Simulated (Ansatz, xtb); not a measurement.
Bonds broken one at a time in the series Ga F-CH3. All species are isolated molecules in the gas phase. Strings in code marks are SMILES.

Quantity: homolytic bond dissociation enthalpy at 298 K (no spin–orbit term), in kcal/mol. Thermal and zero-point terms are GFN2-xTB rigid-rotor harmonic values (xtb).

A: C–Ga bond of `[CH3][Ga]([F])[F]`, giving `[CH3]` and `[F][Ga][F]`
B: C–Ga bond of `[CH3][Ga]([CH3])[F]`, giving `[CH3]` and `[CH3][Ga][F]`
C: Ga–F bond of `[CH3][Ga]([CH3])[F]`, giving `[CH3][Ga][CH3]` and `[F]`
D: F–Ga bond of `[F][Ga]([F])[F]`, giving `[F]` and `[F][Ga][F]`
E: Ga–F bond of `[CH3][Ga]([F])[F]`, giving `[CH3][Ga][F]` and `[F]`

Task: Order them by homolytic bond dissociation enthalpy at 298 K (no spin–orbit term) (lowest first) at the level frozen-core CCSD(T)/cc-pVTZ // B3LYP-D3(BJ)/def2-TZVP (Ansatz, a first-principles code).

Result: B (78.6 kcal/mol), A (80.9 kcal/mol), D (124.2 kcal/mol), E (131.2 kcal/mol), C (136.1 kcal/mol)
